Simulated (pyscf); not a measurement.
## 1,1-elimination: HO–GeH₃ → HO–GeH: [singlet] + hydrogen (H₂)

Gas phase, singlet surface, charge 0. Bonds broken: Ge2–H4, Ge2–H6. Bonds formed: H4–H6. Single points on ωB97X-D3(BJ)/def2-SVP structures (PySCF, gas phase).

Transition state (Å):

```xyz
6

O      0.2248    -0.1213     1.6574
Ge     1.5459    -0.2037     0.4556
H     -0.5269    -0.6778     1.4247
H      0.6238    -0.0019    -1.0141
H      1.7227    -1.6186    -0.1188
H      1.4519     0.8891    -0.6515
```

One imaginary mode, 1383i cm⁻¹; descent along it reached the two sides named.

| bond | change | reactant side (Å) | saddle | product side |
|---|---|---|---|---|
| Ge2–H4 | breaks | 1.541 | 1.747 | 2.7 |
| Ge2–H6 | breaks | 1.530 | 1.558 | 2.7 |
| H4–H6 | forms | 2.532 | 1.269 | 0.763 |

Electronic energies relative to the reactant's lowest minimum found (eV):

| level | barrier | reaction energy | reverse barrier |
|---|---|---|---|
| ωB97X-D3(BJ)/def2-TZVP | 2.75 | +1.30 | 1.45 |
| PBE/def2-TZVP | 2.22 | +1.05 | 1.17 |
| r²SCAN/def2-TZVP | 2.40 | +1.27 | 1.13 |
| B3LYP-D3(BJ)/def2-TZVP | 2.49 | +1.04 | 1.45 |
| PBE0-D3(BJ)/def2-TZVP | 2.49 | +1.29 | 1.20 |
| M06-2X/def2-TZVP | 2.65 | +1.19 | 1.46 |
| ωB97M-D3(BJ)/def2-TZVP | 2.60 | +1.12 | 1.49 |
| HF/def2-TZVP | 3.36 | +1.34 | 2.02 |

With ωB97M-D3(BJ)/def2-TZVP energies and thermal terms (ideal gas, 1 atm, RRHO with modes under 100 cm⁻¹ raised to 100, one conformer, R ln 2 for chiral ones without a mode under 150 cm⁻¹), in eV:

```json
[
 {"T (K)": "298", "ΔH‡": "2.49", "ΔG‡": "2.48", "ΔH": "+0.99", "ΔG": "+0.63"},
 {"T (K)": "600", "ΔH‡": "2.49", "ΔG‡": "2.48", "ΔH": "+1.01", "ΔG": "+0.26"},
 {"T (K)": "900", "ΔH‡": "2.47", "ΔG‡": "2.47", "ΔH": "+1.01", "ΔG": "-0.12"},
 {"T (K)": "1200", "ΔH‡": "2.46", "ΔG‡": "2.48", "ΔH": "+0.98", "ΔG": "-0.49"}
]
```

This is the saddle that the search found; another between the same sides may lie lower. Elements up to Kr have no core potential and no relativistic terms here.
